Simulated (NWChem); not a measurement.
System: C2H, doublet; SMILES C#[C]

NWChem input:

```
start job
memory heap 200 mb stack 900 mb global 1100 mb
geometry units angstroms noautosym nocenter noautoz
  C      0.000000     0.000000     0.731127
  C      0.000000     0.000000    -0.469077
  H      0.000000     0.000000    -1.535067
end
basis spherical
  * library aug-cc-pvtz
end
dft
  odft
  mult 2
  xc b3lyp
  iterations 150
end
cosmo
  do_cosmo_smd true
  solvent water
end
task dft energy
```

The geometry was optimised at PBE0-D3(BJ)/def2-TZVP, spin-unrestricted. No stability test was run on the SCF state. Solvent: water.

Solvent water, SMD (1 M gas to 1 M solution), gas-phase geometry. Reactions with the solvent are ignored.

### Question
Give the results of this calculation. (B3LYP/aug-cc-pVTZ, spin-unrestricted, SMD on the gas-phase geometry.) Quantities: basis functions; solvation free energy (kcal/mol); cavity-dispersion-structure term (kcal/mol); dipole in solution (D).

### Answer
```
Item                                         Value
-------------------------------------------  -----
number of basis functions                      115
solvation free energy (kcal/mol)               1.9
cavity-dispersion-structure term (kcal/mol)    4.9
dipole in solution (D)                        1.08
```
